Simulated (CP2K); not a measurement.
# BH2F (SMILES BF): levels of theory compared

Aim: a comparison of 5 runs (B3LYP/6-31G*, PBE0/TZV2P-MOLOPT-PBE0-GTH, AM1, GFN2-xTB, GFN1-xTB) of BH2F. 

Program for the calculation: CP2K 2026.2.

**1. The structure to begin with**

The species is BH2F (4 atoms), meant as a singlet with charge 0. As SMILES, `BF`. One bond was lengthened or shortened from a relaxed shape.

Bond lengths: B1–F2 1.317 Å, B1–H3 1.377 Å, B1–H4 1.198 Å. Angles: F2–B1–H3 117.8°, F2–B1–H4 117.8°, H3–B1–H4 124.4°.

**2. The energy at B3LYP/6-31G(d) (spherical functions) (run 1)**

The input, run.inp:

```
&GLOBAL
 PROJECT_NAME run
 RUN_TYPE ENERGY
 PRINT_LEVEL MEDIUM
&END
&FORCE_EVAL
 METHOD QS
 &DFT
  BASIS_SET_FILE_NAME ./6_31gs.basis
  POTENTIAL_FILE_NAME POTENTIAL
  CHARGE 0
  MULTIPLICITY 1
  &QS
   METHOD GAPW
   EPS_DEFAULT 1.0E-10
  &END
  &MGRID
   CUTOFF 280
   REL_CUTOFF 50
   NGRIDS 4
  &END
  &POISSON
   PERIODIC NONE
   POISSON_SOLVER MULTIPOLE
  &END
  &SCF
   SCF_GUESS ATOMIC
   EPS_SCF 1.0E-07
   MAX_SCF 100
   ADDED_MOS 3
   &DIAGONALIZATION
    ALGORITHM STANDARD
   &END
   &MIXING
    METHOD DIRECT_P_MIXING
    ALPHA 0.4
   &END
  &END
  &XC
   &XC_FUNCTIONAL
    &HYB_GGA_XC_B3LYP
    &END
   &END
   &HF
    FRACTION 0.2
    &SCREENING
     EPS_SCHWARZ 1.0E-10
     SCREEN_ON_INITIAL_P F
    &END
    &INTERACTION_POTENTIAL
     POTENTIAL_TYPE COULOMB
    &END
    &MEMORY
     MAX_MEMORY 1050
    &END
   &END
  &END
  &PRINT
   &MOMENTS
    PERIODIC F
    REFERENCE COM
    MAX_MOMENT 1
   &END
   &MO ON
    ENERGIES T
    OCCUPATION_NUMBERS T
    NDIGITS 6
    &EACH
     QS_SCF 0
    &END
    ADD_LAST NUMERIC
   &END
   &LOWDIN ON
   &END
   &HIRSHFELD OFF
   &END
  &END
 &END
 &SUBSYS
  &CELL
   ABC [angstrom] 9.2 8.6 8.5
   PERIODIC NONE
  &END
  &COORD
   B      0.120516     0.092789    -0.063358
   F      1.209016    -0.199911     0.617342
   H     -1.012500    -0.649100     0.186200
   H      0.182016     0.986389    -0.858158
  &END
  &TOPOLOGY
   &CENTER_COORDINATES
   &END
  &END
  &KIND B
   BASIS_SET 6-31Gs
   POTENTIAL ALL
   LEBEDEV_GRID 194
   RADIAL_GRID 100
  &END
  &KIND F
   BASIS_SET 6-31Gs
   POTENTIAL ALL
   LEBEDEV_GRID 194
   RADIAL_GRID 100
  &END
  &KIND H
   BASIS_SET 6-31Gs
   POTENTIAL ALL
   LEBEDEV_GRID 194
   RADIAL_GRID 100
  &END
 &END
&END
```

The run is started by

```bash
$ OMP_NUM_THREADS=1 cp2k.psmp run.inp > run.out
```

The program printed:

```text
CP2K| version string:                                       CP2K version 2026.2
[...]
 GLOBAL| Method name                                                        CP2K
[...]
 GLOBAL| Run type                                                         ENERGY
[...]
 DFT| Spin restricted Kohn-Sham (RKS) calculation                            RKS
 DFT| Multiplicity                                                             1
[...]
 DFT| Charge                                                                   0
[...]
 FUNCTIONAL| HYB_GGA_XC_B3LYP:
[...]
 QS| Method:                                                                GAPW
[...]
 QS| Density cutoff [a.u.]:                                                140.0
[...]
 QS| Relative density cutoff [a.u.]:                                        25.0
[...]
                             - Atoms:                                          4
[...]
                             - Spherical basis functions:                     32
[...]
 Number of electrons:                                                         16
[...]
     1 P_Mix/Diag. 0.40E+00    1.2     0.73965118      -125.9235647694 -1.26E+02
[...]
    13 DIIS/Diag.  0.11E-06    0.7     0.00000005      -125.9148351851 -1.35E-12
  *** SCF run converged in    13 steps ***
[...]
  Overlap energy of the core charge distribution:               0.00001038979482
  Self energy of the core charge distribution:               -123.63667541134389
  Core Hamiltonian energy:                                    -10.18145647824847
  Hartree energy:                                              28.52026145169614
  Exchange-correlation energy:                                 -4.40311550863484
  Hartree-Fock Exchange energy:                                -2.92669969616684
[...]
 ENERGY| Total FORCE_EVAL ( QS ) energy [hartree]           -125.914835185062941
[...]
```

Wall time 9.9 s (1 thread of Arm Neoverse V2, shared host); peak memory 0.44 GiB.

**3. The energy at PBE0/TZV2P-MOLOPT-PBE0-GTH (core potential) (run 2)**

The input, molecule.inp:

```
&FORCE_EVAL
  METHOD QS
  &DFT
    BASIS_SET_FILE_NAME BASIS_MOLOPT_UZH
    BASIS_SET_FILE_NAME BASIS_ADMM_UZH
    POTENTIAL_FILE_NAME POTENTIAL_UZH
    &QS
      METHOD GPW
      EPS_DEFAULT 1.0E-10
    &END QS
    ! real-space grids
    &MGRID
      CUTOFF 400
      REL_CUTOFF 50
      NGRIDS 4
    &END MGRID
    &POISSON
      PERIODIC NONE
      POISSON_SOLVER MULTIPOLE
    &END POISSON
    &SCF
      SCF_GUESS ATOMIC
      EPS_SCF 1.0E-06
      MAX_SCF 80
      ADDED_MOS 5
      &DIAGONALIZATION
        ALGORITHM STANDARD
      &END DIAGONALIZATION
      &MIXING
        METHOD DIRECT_P_MIXING
        ALPHA 0.4
      &END MIXING
    &END SCF
    &XC
      &XC_FUNCTIONAL
        &PBE
          SCALE_X 0.75
          SCALE_C 1.0
        &END PBE
      &END XC_FUNCTIONAL
      &HF
        FRACTION 0.25
        &SCREENING
          EPS_SCHWARZ 1.0E-09
        &END SCREENING
        &MEMORY
          MAX_MEMORY 1050
        &END MEMORY
      &END HF
    &END XC
    &AUXILIARY_DENSITY_MATRIX_METHOD
      ADMM_TYPE ADMMS
      EXCH_CORRECTION_FUNC PBEX
    &END AUXILIARY_DENSITY_MATRIX_METHOD
    &PRINT
      &MOMENTS
        PERIODIC F
        REFERENCE COM
        MAX_MOMENT 1
      &END MOMENTS
      &MO ON
        ENERGIES T
        OCCUPATION_NUMBERS T
        NDIGITS 6
        &EACH
          QS_SCF 0
        &END EACH
        ADD_LAST NUMERIC
      &END MO
      &HIRSHFELD OFF
      &END HIRSHFELD
    &END PRINT
  &END DFT
  &SUBSYS
    ! box in angstrom
    &CELL
      ABC 9.2 8.6 8.5
      PERIODIC NONE
    &END CELL
    &COORD
      UNIT bohr
      B      0.2277422     0.1753458    -0.1197293
      F      2.2847091    -0.3777770     1.1666073
      H     -1.9133477    -1.2266212     0.3518670
      H      0.3439604     1.8640051    -1.6216836
    &END COORD
    &TOPOLOGY
      &CENTER_COORDINATES
      &END CENTER_COORDINATES
    &END TOPOLOGY
    &KIND B
      BASIS_SET ORB TZV2P-MOLOPT-PBE0-GTH-q3
      BASIS_SET AUX_FIT admm-tzp-q3
      POTENTIAL GTH-PBE0-q3
    &END KIND
    &KIND F
      BASIS_SET ORB TZV2P-MOLOPT-PBE0-GTH-q7
      BASIS_SET AUX_FIT admm-tzp-q7
      POTENTIAL GTH-PBE0-q7
    &END KIND
    &KIND H
      BASIS_SET ORB TZV2P-MOLOPT-PBE0-GTH-q1
      BASIS_SET AUX_FIT admm-tzp-q1
      POTENTIAL GTH-PBE0-q1
    &END KIND
  &END SUBSYS
&END FORCE_EVAL

&GLOBAL
  PROJECT molecule
  RUN_TYPE ENERGY
  PRINT_LEVEL MEDIUM
&END GLOBAL
```

The run is started by

```bash
$ OMP_NUM_THREADS=1 cp2k.psmp -i molecule.inp > molecule.out 2>&1
```

The program printed:

```text
CP2K| version string:                                       CP2K version 2026.2
[...]
 GLOBAL| Method name                                                        CP2K
[...]
 GLOBAL| Run type                                                         ENERGY
[...]
 DFT| Spin restricted Kohn-Sham (RKS) calculation                            RKS
 DFT| Multiplicity                                                             1
[...]
 DFT| Charge                                                                   0
[...]
 FUNCTIONAL| PBE:
 QS| Method:                                                                 GPW
[...]
 QS| Density cutoff [a.u.]:                                                200.0
[...]
 QS| Relative density cutoff [a.u.]:                                        25.0
[...]
                             - Atoms:                                          4
[...]
                             - Spherical basis functions:                     86
[...]
 Number of electrons:                                                         12
[...]
     1 P_Mix/Diag. 0.40E+00    1.8     1.99669667       -26.4777085153 -2.65E+01
[...]
  *** SCF run converged in    15 steps ***
[...]
  Overlap energy of the core charge distribution:               0.00000093870866
  Self energy of the core charge distribution:                -74.73875014632347
  Core Hamiltonian energy:                                     21.07125006357264
  Hartree energy:                                              31.80175399313137
  Exchange-correlation energy:                                 -4.88011161733243
  Hartree-Fock Exchange energy:                                -1.47602139991157
  Total energy:                                               -28.22187816815478
[...]
 ENERGY| Total FORCE_EVAL ( QS ) energy [hartree]            -28.221878168154781
[...]
```

It took 21 s on 1 thread of Arm Neoverse V2, shared host; peak memory 0.71 GiB.

Runs 3 to 4 aren't shown in full; the table further down has their settings and results.

**4. The energy at GFN1-xTB (run 5)**

The input, gas.inp:

```
&GLOBAL
  PROJECT gas
  RUN_TYPE ENERGY
  PRINT_LEVEL MEDIUM
&END GLOBAL
&FORCE_EVAL
  METHOD QUICKSTEP
  &DFT
    &QS
      METHOD XTB
      EPS_DEFAULT 1.0E-10
      &XTB
        GFN_TYPE TBLITE
        &TBLITE
          METHOD GFN1
        &END TBLITE
        CHECK_ATOMIC_CHARGES F
      &END XTB
    &END QS
    &POISSON
      PERIODIC NONE
      POISSON_SOLVER ANALYTIC
    &END POISSON
    &SCF
      SCF_GUESS ATOMIC
      EPS_SCF 1.0E-06
      MAX_SCF 150
      ADDED_MOS 8
      &DIAGONALIZATION
        ALGORITHM STANDARD
      &END DIAGONALIZATION
      &MIXING
        METHOD DIRECT_P_MIXING
        ALPHA 0.4
      &END MIXING
      &SMEAR ON
        METHOD FERMI_DIRAC
        ELECTRONIC_TEMPERATURE [K] 300
      &END SMEAR
    &END SCF
    &PRINT
      &MOMENTS
        PERIODIC F
        REFERENCE COM
        MAX_MOMENT 1
      &END MOMENTS
      &MO ON
        ENERGIES T
        OCCUPATION_NUMBERS T
        NDIGITS 6
        &EACH
          QS_SCF 0
        &END EACH
        ADD_LAST NUMERIC
      &END MO
      &HIRSHFELD OFF
      &END HIRSHFELD
    &END PRINT
  &END DFT
  &SUBSYS
    &CELL
      ABC 14.2 13.6 13.5
      PERIODIC NONE
    &END CELL
    &COORD
      UNIT bohr
      B      0.2277422     0.1753458    -0.1197293
      F      2.2847091    -0.3777770     1.1666073
      H     -1.9133477    -1.2266212     0.3518670
      H      0.3439604     1.8640051    -1.6216836
    &END COORD
    &TOPOLOGY
      &CENTER_COORDINATES
      &END CENTER_COORDINATES
    &END TOPOLOGY
  &END SUBSYS
&END FORCE_EVAL
```

The run is started by

```bash
$ OMP_NUM_THREADS=1 cp2k.psmp -i gas.inp -o gas.out
```

The program printed:

```text
CP2K| version string:                                       CP2K version 2026.2
[...]
 GLOBAL| Method name                                                        CP2K
[...]
 GLOBAL| Run type                                                         ENERGY
[...]
                             - Atoms:                                          4
[...]
                             - Spherical basis functions:                     12
[...]
 Number of electrons:                                                         12
[...]
  *** SCF run converged in    11 steps ***
[...]
  Fermi energy:                                                -0.30724322582172
[...]
 TB_DIPOLE| Moment [Debye]         -0.83686855       0.39237867      -0.67651964
 TB_DIPOLE| Derivative [a.u.]       0.00000000       0.00000000       0.00000000
[...]
 ENERGY| Total FORCE_EVAL ( QS ) energy [hartree]             -7.606419358120943
[...]
```

Wall time 0.22 s (1 thread of Arm Neoverse V2, shared host).

**5. Overview of the runs**

| run | level | core potential | scheme | energy (Eh) | dipole moment (D) | HOMO energy (eV) | LUMO energy (eV) | wall time |
| --- | --- | --- | --- | --- | --- | --- | --- | --- |
| 1 | B3LYP/6-31G* (spherical functions) | none | GAPW | -125.914835 | 0.42 | -8.63 | -0.95 | 9.9 s |
| 2 | PBE0/TZV2P-MOLOPT-PBE0-GTH (core potential) | GTH-PBE0 | GPW | -28.221878 | 0.69 | -9.09 | -1.21 | 21 s |
| 3 | AM1 | – | – | -21.428460 | 0.54 | – | – | 0.6 s |
| 4 | GFN2-xTB | – | – | -7.012119 | 0.99 | -11.97 | -7.34 | 0.22 s |
| 5 | GFN1-xTB | – | – | -7.606419 | 1.15 | -12.54 | -7.45 | 0.22 s |

**6. Results**

```
                                        quantity         value
                             run 5: total energy   -7.60642 Eh
run 5: dipole moment (from atomic charges alone)        1.15 D
                              run 5: HOMO energy     -12.54 eV
                              run 5: LUMO energy      -7.45 eV
                            run 5: HOMO–LUMO gap       5.09 eV
                        run 5: dispersion energy  -0.95 kJ/mol
```

The dipole moment (its size) runs from 0.42 D (B3LYP/6-31G*) to 1.15 D (GFN1-xTB). The two ends differ in method and basis and Hamiltonian. Some of these are taken from atomic charges alone. Over runs 1, 2, 4, 5 the HOMO–LUMO gap runs from 4.63 eV (GFN2-xTB) to 7.88 eV (PBE0/TZV2P-MOLOPT-PBE0-GTH). The two ends differ in method and basis and Hamiltonian and core potential. Totals of different functionals can't be ranked against each other. Some runs of one species differ in core potentials or relativity; totals across that change don't compare. Force-field and semi-empirical energies have zeros of their own, so their totals don't compare. All runs together took 32 s, the longest 21 s.
